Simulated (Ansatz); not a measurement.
How far each method lies from UCCSDT(Q) for CCl, quartet

Geometry: a PBE0/def2-TZVP stationary point for this spin. The doublet lies 2.4 eV lower here.

```yaml
atoms:
  - { symbol: C, position_ang: [0.0000, 0.0000, 0.0000] }
  - { symbol: Cl, position_ang: [0.0000, 0.0000, 1.6442] }
```

Basis cc-pVTZ; Ansatz 0.2.0. Only valence electrons are correlated (noble-gas cores frozen), which leaves 11 electrons in 58 orbitals. R marks a restricted (for open shells ROHF) determinant, U an unrestricted one. Active spaces: valence = (11e, 8o) chosen from the atoms' valence shells.

Full CI isn't at hand for all of this; UCCSDT(Q) serves as the reference, and is uncertain by about the last step of the cluster series. The frozen core follows each run's orbitals, which can shift R against U totals by a few meV.

For open shells CISD is restricted-active-space CI with the open shells as a complete middle space.

* UHF ⟨S²⟩: 3.763
* T1 diagnostic (RCCSD): 0.0275
* largest doubles amplitude (RCCSD): 0.034
* T1 diagnostic (UCCSD): 0.0219

**Question.** From what is known of these methods and the diagnostics, rank them by the size of their error in total energy against UCCSDT(Q) in cc-pVTZ, smallest first (an estimate: the text doesn't fix the numbers).
A. UCCSD(T)
B. UCCSDT
C. RHF
D. RCCSD
E. MRCISD+Q (valence space)

**Answer.** B (15 meV), A (43 meV), E (167 meV), D (365 meV), C (8160 meV).

All errors are against UCCSDT(Q) in cc-pVTZ. Within each family the higher level lies nearer, as is usual though not guaranteed.

Natural occupations of CASSCF (valence space) about the gap: 1.995 1.975 1.004 1.004 1.000 0.027; effectively unpaired electrons, Σ n²(2−n)², 3.01.
